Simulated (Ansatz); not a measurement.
# B3H+ (quartet): from Hartree-Fock to the top rungs, cc-pVDZ

Aim: climb from Hartree-Fock through coupled cluster for B3H+ (quartet) at one geometry and basis, and see what each rung misses.

Method: cc-pVDZ, core rule «outside noble gas», up to 3 orbitals frozen; program: Ansatz 0.2.0, Gaussian basis.

The runs, in order: UHF; CCSD(T) on ROHF; CCSD(T) on UHF; BCCD(T) on ROHF; CISD; CCSDT(Q) on ROHF; CCSDT(Q) on UHF.

25 further runs of the same task are left out: 9 that didn't finish, 16 set aside as unsound or not needed.

### Step 1. What is computed

The geometry is a PBE0/def2-TZVP stationary point (not a proven minimum) of the parent state, kept for this charge and spin.

4 atoms, charge 1, spin multiplicity 4.

Atoms are counted from 1 here; the program's logs count them from 0.

Bond lengths: B1–B2 1.556 Å, B1–B3 1.548 Å, B2–B3 1.853 Å, B2–H4 1.183 Å. Angles: B2–B1–B3 73.3°, B1–B2–B3 53.2°, B1–B2–H4 169.4°, B3–B2–H4 137.4°, B1–B3–B2 53.5°.

### Step 2. UHF

in.yaml reads:

```yaml
crystal:
  periodic: [false, false, false]
  atoms:
    - {symbol: B, position_ang: [0.000000, -0.796508, -0.346642]}
    - {symbol: B, position_ang: [0.000000, 0.061998, 0.950518]}
    - {symbol: B, position_ang: [0.000000, 0.685766, -0.794078]}
    - {symbol: H, position_ang: [0.000000, 0.522819, 2.040076]}
basis:
  gaussian: {orbitals: cc-pVDZ}
total_charge: 1
magnetization: {spin_polarized: true, initial_magnetization: 3}
hamiltonian: {xc: hf}
output: {orbitals: {seedname: orbitals}}
```

Command:

```sh
$ ansatz run in.yaml --threads 1 --pin off --events-out ev --progress --plain --max-ram 2393MiB
```

After this run come: CCSD(T) on ROHF; CCSD(T) on UHF; BCCD(T) on ROHF; CISD; CCSDT(Q) on ROHF; CCSDT(Q) on UHF.

Before running them: what should the planned runs give, taken together? Wanted: UCCSDT(Q) below the RHF energy; RMP2 from UCCSDT(Q); UMP2 from UCCSDT(Q); RCCSD from UCCSDT(Q); RCCSD(T) from UCCSDT(Q); UCCSD(T) from UCCSDT(Q); RCCSDT(Q) from UCCSDT(Q); T1 diagnostic.

**Answer**, as computed:

| quantity | value |
| --- | --- |
| UCCSDT(Q) below the RHF energy | -5.5074 eV |
| RMP2 from UCCSDT(Q) | +1200.2 meV |
| UMP2 from UCCSDT(Q) | +1236.0 meV |
| RCCSD from UCCSDT(Q) | +308.7 meV |
| RCCSD(T) from UCCSDT(Q) | +66.5 meV |
| UCCSD(T) from UCCSDT(Q) | +68.3 meV |
| RCCSDT(Q) from UCCSDT(Q) | +1.6 meV |
| levels within 1 kcal/mol (43 meV) | RCCSDT, UCCSDT, RCCSDT(Q) |
| T1 diagnostic | 0.045 |

**Reading.** RCCSD(T) misses by +66.5 meV, 1.2 % of the correlation energy. These misses are within one basis, not against nature; the frozen cores of restricted and unrestricted runs differ, which can shift their rows.
